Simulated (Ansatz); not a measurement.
## Structure relaxation of B6As

All numbers below come from DFT r2SCAN, scalar-relativistic, plane waves, PAW in Ansatz 0.2.0. Cutoff 500 eV, Γ-centred k mesh, Gaussian smearing, no spin polarisation in the final step.

B6As was placed on the sites of a reported CaB6 cell (Pm-3m, No. 221), with As in place of Ca, at a guessed volume.

```
B As
1.0
     4.03471    0.00000    0.00000
     0.00000    4.03471    0.00000
     0.00000    0.00000    4.03471
B As
6 1
Direct
  0.50000 0.50000 0.20000
  0.50000 0.50000 0.80000
  0.20000 0.50000 0.50000
  0.80000 0.50000 0.50000
  0.50000 0.20000 0.50000
  0.50000 0.80000 0.50000
  0.00000 0.00000 0.00000
```

Cell and atoms relax at zero pressure; the relaxation can't lower the symmetry of the start. After a coarse first stage the cell is made exact in the group found at 0.06 Å.

Formation energies are uncorrected and refer to the elements' standard structures at the same level.

**Question.** What does it relax into?

**Answer.** It keeps Pm-3m (No. 221). Conventional cell: a = 4.154 Å. B has 1 B at 1.66 Å and 4 B at 1.77 Å; As has 24 B at 3.05 Å.

```cif
data_structure
_symmetry_space_group_name_H-M 'Pm-3m'
_symmetry_Int_Tables_number 221
_cell_length_a 4.1539
_cell_length_b 4.1539
_cell_length_c 4.1539
_cell_angle_alpha 90.000
_cell_angle_beta 90.000
_cell_angle_gamma 90.000
_cell_volume 71.67
loop_
_atom_site_label
_atom_site_type_symbol
_atom_site_symmetry_multiplicity
_atom_site_Wyckoff_symbol
_atom_site_fract_x
_atom_site_fract_y
_atom_site_fract_z
_atom_site_occupancy
B1 B 6 f 0.50000 0.50000 0.19923 1
As1 As 1 a 0.00000 0.00000 0.00000 1
```

**Question.** What are its volume, energy, density and gap?

**Answer.** The volume per atom is 10.24 Å³. The density is 3.24 g/cm³, the energy over the elements is 0.61 eV/atom and the gap on the 10×10×10 mesh is 0 eV (a metal).

The final run used a 10×10×10 mesh on its 7-atom cell and 0.10 eV smearing. The k mesh leaves about 4 meV/atom of noise in metals. A structure relaxed within its symmetry needn't be a true minimum.

Cost: 3 runs of about 1.1 core-minutes in all, on Intel Xeon Platinum 8375C (Ice Lake) (shared hosts).